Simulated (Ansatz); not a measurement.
# Al2H4+ (doublet): from Hartree-Fock to the top rungs, cc-pVDZ

An exercise on one series of results from a longer session: the logs are not shown, and one member is left open.

The runs use Ansatz 0.2.0, Gaussian basis; cc-pVDZ, core rule «outside noble gas», up to 10 orbitals frozen.

To be run: UHF; CCSD(T) on ROHF; CCSD(T) on UHF; BCCD(T) on ROHF; CISD; CCSDT(Q) on ROHF; CCSDT(Q) on UHF; CASSCF and MRCISD+Q, 9 electrons in 12 orbitals; CASSCF and NEVPT2, 9 electrons in 12 orbitals.

3 further runs of the same task are left out: 3 set aside as unsound or not needed.

### What is computed

The geometry is a PBE0/def2-TZVP stationary point (not a proven minimum) of the parent state, kept for this charge and spin.

6 atoms, charge 1, spin multiplicity 2.

Atoms are counted from 1 here; the program's logs count them from 0.

Bond lengths: Al1–Al2 2.617 Å, Al1–H3 1.595 Å, Al1–H4 1.595 Å, Al2–H5 1.595 Å, Al2–H6 1.595 Å. Angles: Al2–Al1–H3 121.9°, Al2–Al1–H4 121.9°, H3–Al1–H4 116.1°, Al1–Al2–H5 121.9°, Al1–Al2–H6 121.9°, H5–Al2–H6 116.1°.

Set-up of the first run:

in.yaml reads:

```yaml
crystal:
  periodic: [false, false, false]
  atoms:
    - {symbol: Al, position_ang: [0.000000, 0.000000, 1.308589]}
    - {symbol: Al, position_ang: [0.000000, 0.000000, -1.308589]}
    - {symbol: H, position_ang: [0.000000, 1.353331, 2.152404]}
    - {symbol: H, position_ang: [0.000000, -1.353331, 2.152404]}
    - {symbol: H, position_ang: [0.000000, 1.353331, -2.152404]}
    - {symbol: H, position_ang: [0.000000, -1.353331, -2.152404]}
basis:
  gaussian: {orbitals: cc-pVDZ}
total_charge: 1
magnetization: {spin_polarized: true, initial_magnetization: 1}
hamiltonian: {xc: hf}
output: {orbitals: {seedname: orbitals}}
```

Command:

```console
$ ansatz run in.yaml --threads 1 --pin off --events-out ev --progress --plain --max-ram 2816MiB --backend cpu
```

Steps of the session up to this table: UHF; CCSD(T) on ROHF; CCSD(T) on UHF; BCCD(T) on ROHF; CISD; CCSDT(Q) on ROHF; CCSDT(Q) on UHF; CASSCF and MRCISD+Q, 9 electrons in 12 orbitals; CASSCF and NEVPT2, 9 electrons in 12 orbitals.

One table of the session follows, with a row left open; its other results are not shown here.

| method | from UCCSDT(Q) (kJ/mol) |
| --- | --- |
| ROHF | ? |
| UHF | +411.6 |
| RMP2 | +115.7 |
| UMP2 | +114.5 |
| CISD | +39.3 |
| RCCSD | +10.5 |
| UCCSD | +10.3 |
| RCCSD(T) | +3.0 |
| UCCSD(T) | +3.1 |
| BCCD(T) | +3.0 |
| RCCSDT | +0.2 |
| UCCSDT | +0.2 |
| RCCSDT(Q) | 0.0 |
| UCCSDT(Q) | 0 |
| CASSCF valence | +211.3 |
| NEVPT2 valence | +65.6 |
| MRCISD valence | +10.8 |
| MRCISD+Q valence | +1.1 |

Q: Estimate the row for ROHF from the others.

**Answer.** from UCCSDT(Q) (kJ/mol): +418.1. In the column «from UCCSDT(Q) (kJ/mol)» it is the highest.

To keep in mind: Restricted and unrestricted rows rest on different reference determinants; where their highest levels disagree by more than a few hundredths of an eV, they describe different states and don't form one ladder.
